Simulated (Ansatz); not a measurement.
## CH3Mg, SMILES [CH3][Mg]: a relaxed scan of one distance, step by step

Computed with the Python package of Ansatz (0.2.0).

Run as a notebook:

In [1]:
```python
import ansatz as az
from ase import Atoms
import numpy as np
```

In [2]:
```python
BASIS_SET = "def2-SVP"
XC = "PBE0"
VDW = "d4"
```

In [3]:
```python
atoms = Atoms(["C", "Mg", "H", "H", "H"], positions=[
    [0.132, -0.2062, -0.1026],
    [-0.8542, 1.4254, 1.0221],
    [0.3237, -0.9912, 0.5536],
    [-0.5511, -0.5206, -0.8872],
    [0.9996, 0.219, -0.6272],
])
system = az.Crystal.molecule_from_ase(atoms)
```

In [4]:
```python
calculation = system.calculation()
calculation = calculation.basis(gaussian=BASIS_SET)
calculation = calculation.functional(XC, dispersion=VDW).spin("collinear", total=1)
calculation = calculation.scf(lower_state_search="standard")
symbols = [site.symbol for site in system.cartesian_sites]
pairs = [(0, 1), (0, 2), (0, 3), (0, 4)]
print("held (A)   E (eV)        ", "  ".join(f"{symbols[i]}{i}-{symbols[j]}{j}" for i, j in pairs))
for length in [2.04, 2.21, 2.39, 2.66, 2.99]:
    rep = calculation.relax(constraints=[az.DistanceConstraint((0, 1), at=length)], force_tolerance=0.02, max_steps=60).run(threads=1, backend="cpu").report
    xyz = np.array(rep["positions_ang"])
    print(f"{length:6.2f} {rep['free_energy_ev']:14.5f}  ", "  ".join(f"{np.linalg.norm(xyz[i] - xyz[j]):.3f}" for i, j in pairs))
```
```text
held (A)   E (eV)         C0-Mg1  C0-H2  C0-H3  C0-H4
DeckWarning: relax.constraints: the input's atoms, or those drawn, lie off the distances that are held; a relaxation that starts there is brought onto them ahead of its first SCF, by positions alone, an atom by 8.68e-2 Å at the most. With the symmetry [...]
  2.04    -6522.25439   2.040  1.104  1.104  1.104
  2.21    -6522.26879   2.210  1.102  1.102  1.103
  2.39    -6522.10762   2.390  1.099  1.100  1.100
  2.66    -6521.77938   2.660  1.097  1.097  1.097
  2.99    -6521.45226   2.990  1.093  1.093  1.093
```

The settings weren't tested for convergence. Warnings are shown shortened and without file and line. The energies are electronic: no zero-point or thermal terms, and the basis set is short of its limit. The species is open-shell (spin multiplicity 2). Hardware and time: 40 s on 1 thread of Arm Neoverse V1, with other jobs on the host, peak memory 0.2 GiB.
